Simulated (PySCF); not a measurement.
A small calculation by hand: entropy of an ideal gas

SiCl4, SMILES Cl[Si](Cl)(Cl)Cl.

The structure is a stationary point at B3LYP-D3(BJ)/def2-SVP. The isomer is the one that the SMILES or the coordinates give; other isomers of the formula were not compared.

PySCF with B3LYP-D3(BJ)/def2-SVP gives the harmonic wavenumbers 143, 143, 214, 214, 214, 411, 623, 623, 623 cm⁻¹ and the rotational temperatures 0.0613, 0.0613, 0.0613 K. The molar mass is 169.88 g/mol, the symmetry number 12, the spin multiplicity 1.

**Question.** Work out the entropy at 298.15 K and 1 atm in the rigid-rotor, harmonic-oscillator model.

**Answer.** 
Translation (Sackur–Tetrode at 1 atm): S = R[1.5 ln M + 2.5 ln T − 1.16487] = 172.8 J/(mol K).
Rotation: q = (√π/σ) T^1.5/√(θA θB θC) = 50100, S = R[ln q + 3/2] = 102.4 J/(mol K).
Vibration: with u = 1.4388 ν/T, each mode gives R[u/(e^u − 1) − ln(1 − e^−u)]:
| ν (cm⁻¹) | modes | u | S (J/(mol K)) |
|---|---|---|---|
| 143 | 2 | 0.69 | 23.12 |
| 214 | 3 | 1.03 | 25.22 |
| 411 | 1 | 1.98 | 3.86 |
| 623 | 3 | 3.01 | 5.17 |
These are all the modes. Sum 57.4 J/(mol K).
Spin: R ln 1 = 0.0 J/(mol K).
Total 332.6 J/(mol K); the program's own thermochemistry gives 332.6. Translation makes up 52 % and vibration 17 %. Anharmonicity, hindered rotation and orbital degeneracy are left out.
